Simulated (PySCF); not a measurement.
Molecule: `Cc1ncco1`, C₄H₅NO.

Structure with atom numbers: `[CH3:1][c:2]1[n:3][cH:4][cH:5][o:6]1`. Hydrogens are named by the atom that carries them.

Spin–spin couplings on one PBE0-D3(BJ)/def2-SVP geometry, PySCF 2.14, gas phase, non-relativistic, equivalent pairs averaged (spin–dipole term only in couplings to heteroatoms); isotopes ¹³C, ¹H, ¹⁷O; basis pcJ-1.

How do the couplings (Hz) change with the functional? Times are CPU seconds on shared hosts with different chips, so compare them loosely.

Answers


```tsv
functional	functions	¹J(C5,H(C5))	¹J(C4,H(C4))	¹J(C1,H(C1))	¹J(C4,C5)	¹J(C1,C2)	¹J(C2,O6)	¹J(C5,O6)	core-s
LDA	212	170.3	159.8	103.2	53.5	51.2	38.5	27.5	14
PBE	212	198.2	187.0	124.5	64.7	62.5	38.3	27.0	21
KT2	212	214.9	202.9	131.2	52.9	51.3	42.0	30.2	21
B3LYP	212	215.6	202.6	136.4	73.5	69.9	33.9	23.9	21
PBE0	212	204.8	192.6	128.7	70.9	67.1	33.1	23.7	21
B97-2	212	196.6	184.6	122.9	70.3	66.6	32.3	22.0	21
BHandHLYP	212	231.0	216.3	147.0	86.0	79.0	26.6	18.9	26
CAM-B3LYP	212	213.4	200.0	133.9	72.8	69.2	32.0	22.7	32
``` Left out for a near triplet instability: HF/pcJ-1.
